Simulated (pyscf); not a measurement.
HO–GaH₂ → O=GaH + hydrogen (H₂), an elimination (singlet surface; Ga–H, H–O broken, H–H formed). Structures and frequencies: ωB97X-D3(BJ)/def2-SVP in PySCF. Energies in kcal/mol from the reactant's lowest minimum found.

Small-basis levels: PySCF, no dispersion term, spherical d functions. GFN2-xTB: tblite. Cost: rough CPU time at the saddle relative to B3LYP/6-31G*+LANL2DZ, from one job on a shared machine.

| level | barrier | reaction energy | cost |
|---|---|---|---|
| HF/3-21G | 94.1 | +69.0 | 0.1 |
| HF/6-31G*+LANL2DZ | 95.3 | +65.2 | 0.1 |
| MP2/6-31G*+LANL2DZ | … | +35.9 | 0.1 |
| B3LYP/STO-3G | 66.5 | -11.3 | 1 |
| B3LYP/LANL2DZ | 73.6 | +48.7 | 0.9 |
| M06-2X/6-31G*+LANL2DZ | … | +52.0 | 2 |
| PBE/def2-SVP | 60.2 | +45.0 | 3 |
| B3LYP/def2-SVP | 68.0 | +49.3 | 2 |
| GFN2-xTB | 61.2 | +45.4 | under 0.02 |
| ωB97M-D3(BJ)/def2-TZVP | … | +51.9 | – |

Problem. What belongs in the gaps?

Solution. 
- MP2/6-31G*+LANL2DZ, barrier: 71.2
- M06-2X/6-31G*+LANL2DZ, barrier: 75.9
- ωB97M-D3(BJ)/def2-TZVP, barrier: 70.9

Against the last row the barrier runs from -10.6 (PBE/def2-SVP) to +24.4 kcal/mol (HF/6-31G*+LANL2DZ). ωB97M-D3(BJ)/def2-TZVP has limits of its own. At the saddle there is also a short Ga–H contact that neither side keeps. O=GaH lies 48.1 kcal/mol over its isomer HO–Ga [singlet] (electronic energy, ωB97M-D3(BJ)/def2-TZVP). One saddle was located; it need not be the lowest between these sides. In the def2 sets elements up to Kr have no core potential.
